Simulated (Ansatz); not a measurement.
Input file:

```yaml
crystal:
  periodic: [false, false, false]
  atoms:
    - {symbol: B, position_ang: [0.000000, 0.079752, 0.863775]}
    - {symbol: N, position_ang: [0.000000, -0.117617, -0.587927]}
    - {symbol: H, position_ang: [0.000000, 0.779045, -1.094669]}
basis:
  gaussian: {orbitals: cc-pVDZ}
magnetization: {spin_polarized: true, initial_magnetization: 5}
hamiltonian: {xc: hf}
output: {orbitals: {seedname: orbitals}}
```

```sh
$ ansatz run in.yaml --threads 1 --pin off --events-out ev --progress --plain --max-ram 2393MiB
```

The program prints:

```
313 factors; integrals over basis functions are off by at most 1.1e-3 eV
mean field evaluation 1: about -2157.2942 eV, gradient 1.6e1 eV
mean field evaluation 2: about -2157.2967 eV, gradient 1.6e1 eV
mean field evaluation 4: about -2160.0341 eV, gradient 2.6e0 eV
mean field evaluation 8: about -2160.1733 eV, gradient 2.5e-1 eV
mean field -2160.17622790 eV, -79.3850121553 hartree, gradient 1.7e-5 eV, S^2 8.758553; 0 other end points of the search recorded, 0 dependent functions left out
reference -2160.17622790 eV, -79.3850121553 hartree; 9, 4 occupied and 24, 29 virtual orbitals, 313 factors
Total energy: -2160.17622790 eV, -79.3850121553 hartree
```

Ran on 1 thread of AMD EPYC 7B13, shared host: 1.3 s wall, 0.08 GiB peak host memory.
